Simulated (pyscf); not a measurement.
H₂N–GaH–OH → HO–Ga [singlet] + ammonia (NH₃), a 1,1-elimination (singlet surface; Ga–N, Ga–H broken, H–N formed). PySCF, gas phase, ωB97X-D3(BJ)/def2-SVP geometries. MP2 and CC: frozen core, UHF for open shells. ΔMP2 is the change of the MP2 total energy from the triple- to the quadruple-zeta basis. Energies in eV from the reactant's lowest minimum found.

AM1 to PM7: differences of heats of formation from MOPAC, which are fitted to 298 K values and so differ in kind from electronic energies by zero-point and thermal terms. 

Problem. Quick PM7 single points give ΔE‡ = 2.43 eV and ΔE = +0.21 eV. What does CCSD(T)/def2-TZVPP + ΔMP2(QZVPP) give, and how far is the quick result from it?

Solution. CCSD(T)/def2-TZVPP + ΔMP2(QZVPP) gives ΔE‡ = 2.62 eV and ΔE = +0.53 eV. PM7 lies 0.20 eV under it in the barrier and 0.32 eV under it in the reaction energy, so on this step it does not hold to within 0.13 eV. CCSD(T)/def2-TZVPP + ΔMP2(QZVPP) has limits of its own. On the product side the descent ends in an adduct with a Ga–N contact, 0.54 eV under the separated species and 2.74 eV under the saddle at ωB97X-D3(BJ)/def2-TZVP. What is counted as broken (Ga–N) persists as a longer contact in the product adduct; parting that adduct is a step of its own. At ωB97X-D3(BJ)/def2-TZVP the barrier from the zero used here is 2.82 eV. One saddle was located; it need not be the lowest between these sides. The CCSD(T) − MP2 part came from Ansatz, without density fitting, on the same reference. The frozen core leaves the outer d or s,p core shells of the metals and heavy elements correlated in the MP2 and CC values, and def2-TZVPP describes them poorly, which can shift differences by a few kcal/mol. In the def2 sets elements up to Kr have no core potential.
